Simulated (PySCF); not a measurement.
# PySCF run on LiSi

Input:

```python
from pyscf import gto, dft, solvent

mol = gto.M(
    atom='Li 0 0 0; Si 0 0 2.16',
    basis='6-31g',
    charge=0,
    spin=3,
    verbose=3,
)
mf = dft.UKS(mol, xc='hcth407')
mf = solvent.PCM(mf)
mf.with_solvent.eps = 2.27
mf.kernel()
mf.analyze()
print('orbital energies (hartree):', [e[max(0, n-3):n+3].round(4) for e, n in zip(mf.mo_energy, mol.nelec)])
```

```bash
$ OMP_NUM_THREADS=1 python input.py
```

It prints (some set-up lines and the per-cycle HOMO/LUMO lines with their warnings removed):

```
WARN: PCM is an experimental feature. It is still in testing.
Features and APIs may be changed in the future.

converged SCF energy = -296.935460973055  <S^2> = 3.7638847  2S+1 = 4.0069364
**** MO energy ****
                             alpha | beta                alpha | beta
MO #1   energy= -65.335182201782   | -65.3280071303046  occ= 1 | 1
MO #2   energy= -5.06500399785708  | -5.06092233564935  occ= 1 | 1
MO #3   energy= -3.48056552994885  | -3.47284163459413  occ= 1 | 1
MO #4   energy= -3.4791339236238   | -3.47143386188918  occ= 1 | 1
MO #5   energy= -3.47913392362379  | -3.47143386188917  occ= 1 | 1
MO #6   energy= -1.92280016305992  | -1.9214849084274   occ= 1 | 1
MO #7   energy= -0.395613377075193 | -0.297566200576082 occ= 1 | 1
MO #8   energy= -0.174115875609826 | -0.103415230740637 occ= 1 | 0
MO #9   energy= -0.152827136343084 | -0.101297889959068 occ= 1 | 0
MO #10  energy= -0.152827136343083 | -0.101297889959068 occ= 1 | 0
MO #11  energy= -0.0413766560597899 | -0.0611283792426007 occ= 0 | 0
MO #12  energy= 0.00799630626821729 | 0.00145904318962073 occ= 0 | 0
MO #13  energy= 0.0079963062682183 | 0.00145904318962108 occ= 0 | 0
[9 lines left out]

To work with the spin densities directly, `use mulliken_meta_spin()` only printing them here.

 ** Mulliken spin pop alpha/beta on meta-lowdin orthogonal AOs **
 ** Mulliken Spin Density (per atom)  **
spin density of  0 Li =      0.06101
spin density of  1 Si =      2.93899
 ** Mulliken pop alpha/beta on meta-lowdin orthogonal AOs **
 ** Mulliken atomic charges   ( Nelec_alpha | Nelec_beta ) **
charge of  0Li =      0.67221  (     1.19440      1.13339 )
charge of  1Si =     -0.67221  (     8.80560      5.86661 )
Dipole moment(X, Y, Z, Debye):  0.00000, -0.00000, -6.52238
orbital energies (hartree): [array([-0.1741, -0.1528, -0.1528, -0.0414,  0.008 ,  0.008 ]), array([-3.4714, -1.9215, -0.2976, -0.1034, -0.1013, -0.1013])]
```

In short: E(SCF) = -296.935461 Eh, ⟨S²⟩ = 3.764, μz(SCF) = -6.52 D.

Hardware: Arm Neoverse V1, 1 thread, shared host. Wall time 2.7 s.

The bond length is a typed value, not an optimised one. No search for the lowest solution was made.
